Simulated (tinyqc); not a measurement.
Born-Oppenheimer dynamics on the PBE/sto-3g surface (energies and gradients from PySCF), for CH3+, spin multiplicity 1, step by step. Computed by tinyqc, a small Python program that keeps every step (integrals from PySCF). Settings: charge = 1, multiplicity = 1, basis = sto-3g, functional = pbe,pbe, time step (fs) = 1.0, steps = 16. Command: `OMP_NUM_THREADS=1 python tinyqc.py 25778 25779 out.jsonl` (the two numbers bound the seeds that draw the settings). One thread of a shared host (Intel(R) Xeon(R) Processor @ 2.60GHz), about 9 s of CPU time with the checks.

positions (bohr):
```
,x,y,z
1C,0.066140,0.043464,0.060471
2H,1.880277,0.018897,0.062361
3H,-1.060136,1.738548,0.018897
4H,-0.935414,-1.727210,-0.009449
```

The total energy should stay constant up to terms of order dt^2; the step counts as short enough if it moves by less than 2 % of the largest kinetic energy.

Trajectory:
```
time (fs),1C-2H (angstrom),potential (hartree),kinetic (hartree),total (hartree)
0.000000,0.960089,-38.91071593,0.00013426,-38.91058167
1.000000,1.009275,-38.92912987,0.01523302,-38.91389685
2.000000,1.127929,-38.94752283,0.03255066,-38.91497217
3.000000,1.252481,-38.94167341,0.02799566,-38.91367775
4.000000,1.347700,-38.92602121,0.01327510,-38.91274611
5.000000,1.399439,-38.91454990,0.00219460,-38.91235529
6.000000,1.403056,-38.91367224,0.00134442,-38.91232782
7.000000,1.358272,-38.92384783,0.01119673,-38.91265111
8.000000,1.268875,-38.93972236,0.02622746,-38.91349489
9.000000,1.147068,-38.94837966,0.03355197,-38.91482768
10.000000,1.024157,-38.93364598,0.01924227,-38.91440371
11.000000,0.960609,-38.91129843,0.00065581,-38.91064262
12.000000,1.006117,-38.92676299,0.01313953,-38.91362345
13.000000,1.123026,-38.94610971,0.03117772,-38.91493199
14.000000,1.247132,-38.94240155,0.02861160,-38.91378995
15.000000,1.342329,-38.92760047,0.01474232,-38.91285815
16.000000,1.394135,-38.91546881,0.00306442,-38.91240439
```

Is the time step short enough?

No. The total energy moves within 4.4e-03 hartree; that is over 2 % of the largest kinetic energy, so the time step is too long.
